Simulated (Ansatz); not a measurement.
Two isomers of C3H5NO: A = `NCC=C=O`, B = `N/C=C/C=O`.

Isolated molecules relaxed with PBE0-D4/def2-TZVP in Ansatz; ΔE leaves out vibrations. CBS: MP2 limit from def2 TZ/QZ plus the TZ coupled-cluster correction, frozen cores. Functionals use def2-TZVPP. One conformer a species, not always the lowest.

A:

```xyz
10

N    -1.150   -0.983   -0.048
C    -0.552    0.330    0.161
C     0.947    0.256    0.227
C     1.703    0.479   -0.818
O     2.364    0.700   -1.742
H    -2.161   -0.919   -0.003
H    -0.859   -1.622    0.682
H    -0.851    0.970   -0.673
H    -0.895    0.831    1.077
H     1.454   -0.043    1.137
```

B:

Z-matrix (Å, degrees):
```
N
C 1 1.346
H 1 1.004 2 121.0
H 1 1.001 2 121.2 3 178.2
C 2 1.350 1 127.1 3 0.8
H 2 1.088 1 114.4 3 -179.3
C 5 1.440 2 119.2 1 179.8
H 5 1.085 2 122.3 1 -0.2
O 7 1.211 5 125.8 2 180.0
H 7 1.116 5 114.0 2 -0.0
```

(1) Which is lower in electronic energy at CCSD(T)/CBS, and by how much? (Best estimate.)

(2) Give E(B) − E(A) in kcal/mol with MP2/def2-TZVPP, PBE-D4, ωB97M-V, CCSD(T)/def2-SVP, PBE0-D4, LDA (SPW92), BLYP-D4. (Estimate.)

(3) Does the order hold for the free energy at 298.15 K (harmonic terms from PBE0-D4)? (An estimate is asked.)

Largest T1 diagnostic: 0.016.

Answers

(1) Computed: B, by 12.9 kcal/mol.

(2) The calculation gave: MP2/def2-TZVPP -11.8, PBE-D4 -15.2, ωB97M-V -12.7, CCSD(T)/def2-SVP -12.9, PBE0-D4 -14.7, LDA (SPW92) -16.9, BLYP-D4 -15.7. None reverses the order clearly.

(3) Ansatz gave: Yes: G(B) − G(A) = -13.4 kcal/mol, for one conformer each. Modes under 60 cm⁻¹, often nearly free rotors, make the harmonic entropy too high.

In def2-TZVPP, CCSD(T) changes the Hartree–Fock value by +1.9 kcal/mol (the triples alone add −0.2 kcal/mol) and MP2 by +2.2 kcal/mol. Leaving LDA and LC-ωPBE aside and taking each functional with its dispersion term where it has one, the values spread over 3.0 kcal/mol, from BLYP-D4 to ωB97M-V. LDA lies −1.7 kcal/mol from PBE without D4.
